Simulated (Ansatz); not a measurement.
A nudged elastic band was laid between two geometries of AlH₃O (5 atoms, charge 0, multiplicity 1).

The calculation used RKS PBE/def2-SVP in Ansatz 0.2.0.

* movable images: 7
* climbing image: yes
* spring: 5.0 eV/Å²
* optimiser: quadratic models (default)
* start path: through a guess of the saddle point
* force threshold: 0.05 eV/Å
* iteration limit: 60
* end points: relaxed

Initial state:

```xyz
5
Properties=species:S:1:pos:R:3
Al 0.473 -0.005 0.050
O 0.742 -0.152 1.744
H 0.023 -0.243 2.388
H 1.800 0.133 -0.818
H -1.013 -0.015 -0.546
```

Final state:

```xyz
5
Properties=species:S:1:pos:R:3
Al -0.014 0.082 -0.951
O 0.965 -0.023 0.926
H 0.540 -0.203 1.787
H 1.933 -0.055 1.046
H -1.397 -0.082 0.009
```

(1) Which bonds break or form, and what moves?

(2) What energy profile does the band end with?

(3) What is the geometry of the highest image?

Answers

(1) Bonds broken: Al1–H4. Bonds formed: O2–H4.

(2) The forces met the threshold. The highest image is number 5 of 0 to 8, 2.81 eV above the first end and 0.89 eV above the last; the last end lies 1.92 eV above the first. The profile has 2 maxima (images 1, 5) with wells between them (image 2): this band takes more than one step, which may be the mechanism or a detour left from its start path. Neighbouring images differ by up to 1.3 eV, so the band resolves the path poorly. A vibrational analysis at the climbing image gives one clearly imaginary mode, 1292i cm⁻¹: a first-order saddle point. The orbitals stay closed-shell, which can raise the energy where a bond breaks towards radicals; this wasn't checked here.

```json
{"image": "0", "path coordinate (Å)": "0.00", "energy (eV)": "0.00", "Al1–H4 (Å)": "1.59", "O2–H4 (Å)": "2.79"}
{"image": "1", "path coordinate (Å)": "0.60", "energy (eV)": "0.12", "Al1–H4 (Å)": "1.60", "O2–H4 (Å)": "2.82"}
{"image": "2", "path coordinate (Å)": "1.21", "energy (eV)": "0.01", "Al1–H4 (Å)": "1.60", "O2–H4 (Å)": "2.91"}
{"image": "3", "path coordinate (Å)": "1.81", "energy (eV)": "0.32", "Al1–H4 (Å)": "1.59", "O2–H4 (Å)": "2.58"}
{"image": "4", "path coordinate (Å)": "2.41", "energy (eV)": "1.58", "Al1–H4 (Å)": "1.60", "O2–H4 (Å)": "1.94"}
{"image": "5", "path coordinate (Å)": "3.02", "energy (eV)": "2.81", "Al1–H4 (Å)": "1.74", "O2–H4 (Å)": "1.32"}
{"image": "6", "path coordinate (Å)": "3.46", "energy (eV)": "2.21", "Al1–H4 (Å)": "2.10", "O2–H4 (Å)": "1.01"}
{"image": "7", "path coordinate (Å)": "3.91", "energy (eV)": "1.97", "Al1–H4 (Å)": "2.54", "O2–H4 (Å)": "0.98"}
{"image": "8", "path coordinate (Å)": "4.35", "energy (eV)": "1.92", "Al1–H4 (Å)": "2.79", "O2–H4 (Å)": "0.98"}
```

(3) 
```xyz
5
Properties=species:S:1:pos:R:3:forces:R:3
Al 0.212 0.116 -0.461 0.00 0.00 0.00
O 0.845 0.149 1.320 0.00 0.00 0.00
H 0.675 -0.368 2.143 0.00 0.00 0.00
H 1.713 -0.179 0.375 0.00 0.00 0.00
H -1.419 0.000 -0.560 0.00 0.00 0.00
```

The run took 72 s on 1 thread of Arm Neoverse V2 (shared host), peak memory 0.092 GiB.
